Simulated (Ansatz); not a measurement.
Geometry optimisation, RKS PBE0/6-31G (Ansatz 0.2.0).

input.yaml

```yaml
crystal:
  periodic: [false, false, false]
  atoms:
    - { symbol: O, position_ang: [-0.79093, 0.58009, -0.51872] }
    - { symbol: C, position_ang: [-0.18638, -0.53653, 0.19093] }
    - { symbol: Si, position_ang: [1.09664, -1.30816, 0.94972] }
    - { symbol: H, position_ang: [-0.11934, 1.2646, -0.62193] }
total_charge: -1
basis:
  gaussian: { orbitals: "6-31G" }
hamiltonian:
  xc: pbe0
relax:
  f_tol: 0.015
  max_steps: 40
output:
  orbitals: {}
```

Run as:

```bash
$ ansatz run input.yaml --threads 1 --pin off --max-ram 2048MiB --backend cpu --events-out ev --progress --plain --runs-dir out
```

**Question.** Where does it end, and by what steps?

**Answer.** It converged. Limits of this set-up: no polarisation functions, an anion without diffuse functions. After 4 steps the energy has fallen by 0.291 eV; C2 moved furthest, 0.27 Å.

```csv
step,energy less start (eV),largest force component (eV/Å),accepted
0,0.0000,2.335,yes
1,-0.1472,1.230,yes
2,-0.2681,0.815,yes
3,-0.2845,0.534,yes
4,-0.2905,0.010,yes
```

```xyz
4
Properties=species:S:1:pos:R:3
O -0.773 0.523 -0.485
C 0.032 -0.379 0.185
Si 1.009 -1.475 1.000
H -0.268 1.331 -0.700
```

Whether the end is a true minimum wasn't checked by a vibrational analysis.

Time of the run: 13 s on 1 thread of Intel(R) Xeon(R) Processor @ 2.50GHz (Skylake/Cascade Lake), on a shared host, peak memory 0.12 GiB.
